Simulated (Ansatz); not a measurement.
A nudged elastic band was laid between two geometries of H2S + H5NSi (10 atoms, charge 0, multiplicity 1).

Level of theory: RKS LDA/6-31G* (Ansatz 0.2.0).

```json
{
  "movable images": "7",
  "climbing image": "yes",
  "spring": "5.0 eV/Å²",
  "optimiser": "quadratic models (default)",
  "start path": "through a guess of the saddle point",
  "force threshold": "0.03 eV/Å",
  "iteration limit": "60",
  "end points": "relaxed"
}
```

First end point:

```xyz
10
Properties=species:S:1:pos:R:3
Si -0.141 0.345 0.101
N 0.060 -0.070 1.792
H -0.790 -0.279 2.325
H 0.667 0.544 2.347
H 1.233 0.505 -0.471
H -0.926 1.604 -0.163
H -0.861 -0.802 -0.539
S 1.675 -2.858 1.474
H 0.564 -3.442 0.941
H 0.990 -1.642 1.688
```

Last end point:

```xyz
10
Properties=species:S:1:pos:R:3
Si 0.315 -0.215 -0.868
N 0.101 -0.893 2.826
H -0.355 -1.623 3.385
H -0.564 -0.120 2.701
H 0.921 -0.084 -2.234
H 0.642 1.035 -0.086
H -1.184 -0.215 -1.037
S 1.080 -1.946 0.075
H 0.609 -1.497 1.379
H 0.907 -0.537 3.353
```

(1) Which bonds break or form, and what moves?

(2) Give the energies along the band, and the barrier.

(3) What is the geometry of the highest image?

(4) What are the harmonic wavenumbers there?

The band took 29 iterations and about 4 core-minutes.

Results:

(1) Bonds broken: Si1–N2, S8–H10. Bonds formed: Si1–S8, N2–H10. H2S + H5NSi becomes H3N + H4SSi.

(2) It converged. The highest image is number 2 of 0 to 8, 0.43 eV above the first end and 0.82 eV above the last; the last end lies 0.39 eV below the first. A vibrational analysis at the climbing image gives one clearly imaginary mode, 226i cm⁻¹: a first-order saddle point. The orbitals stay closed-shell, which can raise the energy where a bond breaks towards radicals; this wasn't checked here.

| image | path coordinate (Å) | energy (eV) | Si1–N2 (Å) | S8–H10 (Å) | Si1–S8 (Å) |
| --- | --- | --- | --- | --- | --- |
| 0 | 0.00 | 0.00 | 1.75 | 1.41 | 3.93 |
| 1 | 0.73 | 0.08 | 1.77 | 1.44 | 3.37 |
| 2 | 1.47 | 0.43 | 1.87 | 1.83 | 2.83 |
| 3 | 2.58 | 0.31 | 2.08 | 2.40 | 2.32 |
| 4 | 3.70 | -0.02 | 2.41 | 2.74 | 2.19 |
| 5 | 4.81 | -0.21 | 2.85 | 3.51 | 2.13 |
| 6 | 5.92 | -0.37 | 3.40 | 3.70 | 2.11 |
| 7 | 7.03 | -0.39 | 3.69 | 3.59 | 2.11 |
| 8 | 8.14 | -0.39 | 3.76 | 3.57 | 2.11 |

(3) 
```xyz
10
Properties=species:S:1:pos:R:3
Si 0.065 -0.030 0.087
N 0.128 -0.180 1.949
H -0.800 -0.354 2.370
H 0.553 0.637 2.418
H 1.402 0.271 -0.494
H -0.677 1.300 0.055
H -0.874 -0.989 -0.559
S 1.476 -2.380 0.783
H 0.413 -3.222 0.937
H 0.786 -1.148 1.948
```

(4) 226i, 147, 288, 353, 372, 447, 454, 560, 615, 752, 850, 863, 942, 984, 1045, 1480, 1525, 1760, 2060, 2208, 2253, 2596, 3353, 3462 cm⁻¹.

Run time: 4.2 min on 1 thread of Arm Neoverse V2 (shared host), peak memory 0.1 GiB.
